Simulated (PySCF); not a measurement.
NaF⁻: one state, many levels of theory

State: ²Σ⁺ (doublet), unpaired electrons σ ↑. Set-up: basis Na aug-cc-pVDZ-DK, F aug-cc-pVDZ-DK; spin-free X2C with a Gaussian nucleus; PySCF 2.14. De refers to Na + F⁻ in their ground configurations, without counterpoise correction. The functionals are run spin-unrestricted. A positive dipole points towards F; it is taken about the centre of mass and depends on that origin.

```csv
Level,Re (Å),ωe (cm⁻¹),De (eV),μ (D)
UHF,1.995,461,n/a,5.11
UHF-MP2,2.015,436,2.02,n/a
UHF-SCS-MP2,2.012,439,2.03,n/a
UHF-CCSD,2.003,449,n/a,n/a
UHF-CCSD(T),2.007,443,n/a,n/a
PBE,2.034,414,1.94,4.26
r²SCAN,2.012,437,2.05,4.40
PBE0,2.011,434,2.00,4.35
r²SCAN0,1.998,448,n/a,4.32
MN15,2.008,439,1.98,3.34
B2PLYP,2.014,433,1.95,4.39
```

Problem. What does a quarter of exact exchange do here, going from PBE to PBE0?

Solution. PBE0 less PBE: -2.3 pm in Re, +4.8 % in ωe, +0.06 eV in De. Exact exchange removes part of the self-interaction that spreads semilocal densities, and in most molecules shortens and stiffens the bond and lowers De; here De goes the other way.

Problem. What does the step from GGA to meta-GGA do here, going from PBE to r²SCAN?

Solution. r²SCAN less PBE: -2.2 pm in Re, +5.6 % in ωe, +0.11 eV in De. 

Problem. What does a quarter of exact exchange do here, going from r²SCAN to r²SCAN0?

Solution. r²SCAN0 less r²SCAN: -1.4 pm in Re, +2.5 % in ωe. Exact exchange removes part of the self-interaction that spreads semilocal densities, and in most molecules shortens and stiffens the bond and lowers De; so it does here.

Correlated steps freeze 2 core orbitals. Correlated levels converge slowly with the basis: in double zeta they bind strong bonds too weakly, by up to about 1 eV, and carry superposition errors of some tenths. For an ion De counts to the pair picked by the measured ionisation energies or electron affinities, which need not be the lowest pair at this level. The highest Kohn–Sham level is positive in this anion. Much of that is self-interaction error, but it also means that the finite basis helps to hold the extra electron. B2PLYP dipoles, levels and charges come from its SCF part alone. The state is the lowest determinant that a PBE0 search found; another state may lie lower at other levels.

The whole job (state search and all levels along the bond) took about 3.2 min on 1 thread of Oxide Virtual Turin-like (shared host), peak memory 0.67 GiB.
